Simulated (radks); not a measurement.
# Li²⁺ in 2s1: an all-electron calculation

Aim: the levels, the sizes of the orbitals and the parts of the energy of the lithium ion Li2+.

Program: radks (a radial shooting solver on a logarithmic mesh, Libxc functionals) version 1. Level of theory: Dirac Kohn-Sham, PBE, spin-unpolarised, spherical densities, point nucleus. These are calculated values, not measurements, unless marked.

## (1) The atom as given

```
element       : lithium (Z = 3)
charge        : +2
electrons     : 1
configuration : 2s1
```

The outer shells:

Li²⁺
```
2s [↑ ]
```

## (2) Self-consistent calculation

Input:

```text
Z 3
configuration 2s1 1s0 2p0
relativity Dirac
functional pbe,pbe
spin unpolarised
j_filling average
nucleus point
c 137.035999084
```

**Question.** What will this run give?

As calculated:

```
                        quantity                   value
                    total energy        -1.11693 hartree
exchange-correlation share of it                 19.49 %
                            −T/E                  0.9907
          highest occupied level       2s1/2, -25.884 eV
    most extended occupied level  2s1/2, <r> = 1.99 bohr
 radius at density 0.001 e/bohr³               3.21 bohr
    maxima of the radial density                       2
```

**Reading.** 1 principal shells are occupied and 2 maxima appear in the radial density. This is not the tabulated ground configuration, so its levels and sizes aren't those of the ground state, and no measured value stands beside it.
